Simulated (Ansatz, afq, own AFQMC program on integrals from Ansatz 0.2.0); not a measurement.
# SiH$_{3}$⁺, singlet in cc-pVDZ, levels against full CI

```
atom    x (Å)    y (Å)    z (Å)
  Si   0.0000   0.0000   0.0000
   H   1.4719   0.0142  -0.0001
   H  -0.7483   1.2676  -0.0029
   H  -0.7237  -1.2818   0.0030
```

Basis cc-pVDZ. Noble-gas cores (and the filled d shells of Ga–Kr and In–Xe) are frozen. Integrals, coupled cluster, full CI and functionals: Ansatz 0.2.0; the random walks run on the same integrals in our own AFQMC program. The CISD trial takes its coefficients from CCSD amplitudes. Released means that phaseless walkers are propagated on without the constraint, phases kept. Free AFQMC starts from the CCSD state and is never constrained. Its projection time is finite, and what remains of the start isn't in its error. Error bars are statistical, one sigma.

Determinant: RHF, the one that the program's search chose, which needn't be the lowest solution. The geometry is a point of a scan.

Full CI on the same integrals is exact in this basis and with this determinant's frozen core.

Cautions: the ph-AFQMC/CISD walk drifts between its halves (2.7 errors).

- T1 diagnostic: 0.0088
- weight of the determinant in the CISD state: 0.938
- size of the correlated space: 6 electrons in 28 orbitals

```
  level  correlation energy (eV)
    MP2                  -2.2757
   CCSD                  -2.9518
CCSD(T)                  -2.9936
```

(1) Estimate where full CI lies against CCSD(T) on the same integrals.

(1) 0.32 kcal/mol below CCSD(T).

Reference: full CI, correlation energy -3.008 eV. The released energy is read at 2.40 1/Eh (meV from the phaseless value at times in 1/Eh: -0.1 ± 0.9 at 0.24, 0.6 ± 0.5 at 0.51, 0.9 ± 0.6 at 0.99, 0.7 ± 0.6 at 1.62, 0.3 ± 0.7 at 2.40).

```
         level  E − E(reference) (kcal/mol)  share of correlation (%)
       CCSD(T)                         0.32                     99.54
         CCSDT                         0.03                     99.96
      CCSDT(Q)                         0.01                     99.99
        CCSDTQ                         0.00                    100.00
   ph-AFQMC/HF                 -0.68 ± 0.38                    100.98
 ph-AFQMC/CISD                 -0.01 ± 0.02                    100.01
released AFQMC                  0.00 ± 0.02                    100.00
    free AFQMC                 -0.03 ± 0.02                    100.04
```

CCSDT and higher add their correlation energy to the determinant of the CCSD(T) run, since their own runs factorise the integrals more tightly (a shift of under 2 meV). Free projections are given only where their last times agree within the noise and don't stop above the reference; a slow remainder of the start can still hide under it. A walk keeps the symmetry of its determinant, which the program's search chose and which needn't be the lowest solution, so a lower state of the same spin and another symmetry isn't excluded. Released energies are given only where the last usable release times agree within the noise; a slower fall can still hide under it.
